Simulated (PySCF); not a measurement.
SiH4, singlet: the ladder up to full CI

Geometry: a PBE0/def2-TZVP stationary point for this spin, not checked as a minimum.

```xyz
5

Si    0.0000    0.0000    0.0000
H     0.8558    0.8587    0.8568
H    -0.8596   -0.8544    0.8574
H    -0.8547    0.8555   -0.8611
H     0.8584   -0.8599   -0.8531
```

Basis 6-31G; PySCF 2.14.0. Only valence electrons are correlated (noble-gas cores frozen), which leaves 8 electrons in 16 orbitals. Prefix R: restricted or restricted open-shell reference.

Full CI is exact within this basis and frozen core; it isn't the basis-set limit.

The UHF ⟨S²⟩ is 0.000, the T1 diagnostic (ROHF- or RHF-based CCSD) is 0.0080 and the largest doubles amplitude (ROHF- or RHF-based CCSD) is 0.039.

```csv
level,E − E(RHF) (eV)
RMP2,-1.6741
RCCSD,-2.3117
RCCSD(T),-2.3345
```

Q: Estimate how far full CI in 6-31G lies from RCCSD(T). The table doesn't fix it; the size of (T) and the diagnostics are the guide.

A: Full CI in 6-31G lies 0.9 kJ/mol below RCCSD(T), which is 40 % of the (T) step (-2.2 kJ/mol). The diagnostics give no warning, yet the rest is a sizeable part of (T).

The other levels:

| level | E − E(full CI) (kJ/mol) | share of correlation (%) | wall time |
| --- | --- | --- | --- |
| RCCSDT | 0.1 | 99.96 | – |
| RCCSDT(Q) | 0.0 | 99.99 | 0.77 s |

The correlation energy at full CI, counted from RHF, is -2.344 eV. The search over symmetries took 21 s on 1 thread of Intel Xeon, shared host; the state has 1,656,848 determinants.

Times are those of the correlated step on a shared host, with one SCF added for the restricted CCSD run; they ran on 1 thread of Intel Xeon.

The full-CI state has the irrep A' of Cs, in the program's axes (one component, if the state is degenerate).

Natural occupations of full CI about the gap: 1.979 1.965 1.965 1.965 0.031 0.024 0.024 0.024 0.005 0.005; effectively unpaired electrons, Σ n²(2−n)², 0.03.
